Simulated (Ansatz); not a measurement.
Reaction (formal loss of a carbene): `CC(N)=O` → `NC=O` + `[CH2]` (triplet)

Computed with Ansatz on PBE0-D4/def2-TZVP structures; ΔE is electronic, products minus reactants. CBS: MP2 limit from def2 TZ/QZ plus the TZ coupled-cluster correction, frozen cores. This one scheme is used for every species. DFT in def2-TZVPP. Triplets are unrestricted, without spin–orbit coupling. Each species was taken in one conformer, which may not be the lowest.

`CC(N)=O`:

Cartesian coordinates in Å:
```
C -0.149 -0.636 0.887
C 0.497 -0.063 -0.351
N -0.193 0.930 -0.967
O 1.565 -0.459 -0.763
H 0.492 -0.416 1.742
H -1.150 -0.249 1.083
H -0.195 -1.720 0.782
H -1.075 1.263 -0.627
H 0.208 1.351 -1.788
```

`NC=O`:

Z-matrix (Å, degrees):
```
N
C 1 1.351
H 1 1.003 2 121.3
H 1 1.006 2 119.3 3 -180.0
O 2 1.206 1 125.0 3 180.0
H 2 1.107 1 112.3 3 -0.0
```

`[CH2]` (triplet):

Cartesian coordinates in Å:
```
C 0.013 0.138 0.239
H 0.939 0.177 -0.313
H -0.952 -0.316 0.075
```

Is it downhill or uphill in electronic energy at CCSD(T)/CBS, and by how much? (Best estimate.)

Ansatz gave: Uphill: ΔE = +459.5 kJ/mol.

What do these levels give: BHLYP-D4, B2PLYP, r2SCAN, LC-ωPBE, HF/def2-SVP, MP2/CBS(def2)? (Estimate.)

The calculation gave: BHLYP-D4 441.8, B2PLYP 448.9, r2SCAN 437.0, LC-ωPBE 450.6, HF/def2-SVP 322.0, MP2/CBS(def2) 471.7 kJ/mol.

What do rigid-rotor, harmonic-oscillator terms from PBE0-D4/def2-TZVP frequencies (298.15 K, 1 bar) make of the CCSD(T)/CBS value? (Best estimate.)

The calculation gave: ΔZPE = -27.9 kJ/mol, ΔH = +437.6 kJ/mol, ΔS = 146 J/(mol·K), ΔG = +393.9 kJ/mol. Open shells count their whole term as degenerate. Modes under 50 cm⁻¹ make the entropy rough.

Largest T1 diagnostic among the species: 0.016.

The D4 term adds +8.9 kJ/mol with B3LYP and +4.7 kJ/mol with PBE0; it sums over pairs of atoms, weighted by their polarisabilities, and B3LYP, whose exchange is more repulsive, gets the larger term. At CCSD(T), def2-SVP lies −20.2 kJ/mol from the extrapolated value and def2-TZVPP −12.1 kJ/mol.

B3LYP here is the variant with VWN-RPA as its local correlation; programs differ in this.
